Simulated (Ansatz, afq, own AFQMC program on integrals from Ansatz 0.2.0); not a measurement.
**O, triplet → O⁺, quartet**

A free O atom.

E(quartet, charge +1) − E(triplet, charge +0) at this geometry, on UHF and UHF determinants.

Basis aug-cc-pVTZ. Only valence electrons are correlated. AFQMC by an in-house program on the Cholesky factors that Ansatz 0.2.0 writes for its CCSD(T) run. The CISD trial takes its coefficients from CCSD amplitudes. Released means that phaseless walkers are propagated on without the constraint, phases kept. Free AFQMC starts from the CCSD state and is never constrained. Its projection time is finite, and what remains of the start isn't in its error. Error bars are statistical, one sigma. The errors of all members are added in quadrature.

Full CI is exact in this basis; where marked, its frozen core comes from its own orbitals, which moves totals by up to a few meV.

The best estimate is CCSD(T) at the basis-set limit (CBS: def2-TZVPP and def2-QZVPP, with their diffuse functions for anions and beside diffuse sets, CCSD(T) itself extrapolated) plus the step from CCSD(T) to full CI in aug-cc-pVTZ. Rows without CBS are in aug-cc-pVTZ; B2PLYP and the wave-function rows carry a basis error of their own. Core correlation and relativity beyond core potentials are missing, and ± holds the sampling alone.

Cautions: O (triplet): full CI with its own frozen core.

Task: Estimate: order these levels by their error in the vertical ionization energy against the best estimate, smallest first.
A. r2SCAN
B. CCSD(T)/CBS
C. B3LYP
D. B2PLYP

Result: B (0.1 kJ/mol), A (13.2 kJ/mol), D (19.4 kJ/mol), C (54.0 kJ/mol).

Best estimate: 1310.7 kJ/mol.

Best estimates are given only where the step beyond CCSD(T) is under 0.3 eV and no member's determinant is very poor (T1 over 0.05, or 0.07 for open shells, ⟨S²⟩ too high by 0.3, two states mixed), so the hardest cases are missing from such tables.

The functionals ran in a triple-zeta set and keep a basis error of their own, a few kJ/mol for each bond in atomization energies and more for double hybrids, so close places among them and the extrapolated levels can swap.

Each member of a difference takes its own highest rung, so a best estimate needn't equal the limit plus the step of one row. A walk keeps the symmetry of its determinant, which the program's search chose and which needn't be the lowest solution, so a lower state of the same spin and another symmetry isn't excluded.
